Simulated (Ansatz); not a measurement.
**Scan of [CH$_{3}$···H···F], doublet**

Starting geometry:

```xyz
6

C    -1.2150    0.0000    0.0000
H    -1.5782    1.0273    0.0000
H    -1.5782   -0.5137    0.8897
H    -1.5782   -0.5137   -0.8897
H    -0.1254    0.0000    0.0000
F     1.0260    0.0000    0.0000
```

From there H5 is moved from one fragment to the other while all else, the fragments' distance too, stays fixed; atoms are numbered as listed. Energies are in eV, counted from the starting geometry at the same level. Kohn–Sham curves are unrestricted where that lies lower.

Basis cc-pVDZ; Ansatz 0.2.0. Only valence electrons are correlated (noble-gas cores frozen). Prefix R: restricted or restricted open-shell reference; prefix U: unrestricted.

In so small a basis the reference is far from its limit while semilocal and hybrid functionals are nearer theirs (RPA and double hybrids share much of the reference's basis error), so the functionals' errors here hold much of the reference's basis and frozen-core error, which can add to them or hide them.

Full CI isn't at hand for all of this; UCCSDT(Q) serves as the reference, and is uncertain by about the last step of the cluster series.

| distance C1-H5 (Å) | UCCSDT(Q) | PBE | r2SCAN | PBE0 | B3LYP | r2SCAN0 | wB97M-V | B2PLYP | RPA-PBE |
| --- | --- | --- | --- | --- | --- | --- | --- | --- | --- |
| 1.090 | 0.000 | 0.000 | 0.000 | 0.000 | 0.000 | 0.000 | 0.000 | 0.000 | 0.000 |
| 1.126 | -0.102 | -0.096 | -0.095 | -0.092 | -0.086 | -0.092 | -0.090 | -0.096 | -0.081 |
| 1.197 | -0.267 | -0.200 | -0.215 | -0.210 | -0.192 | -0.224 | -0.212 | -0.231 | -0.181 |
| 1.269 | -0.375 | -0.198 | -0.251 | -0.250 | -0.219 | -0.294 | -0.264 | -0.296 | -0.212 |
| 1.341 | -0.343 | -0.034 | -0.137 | -0.146 | -0.103 | -0.227 | -0.176 | -0.219 | -0.113 |
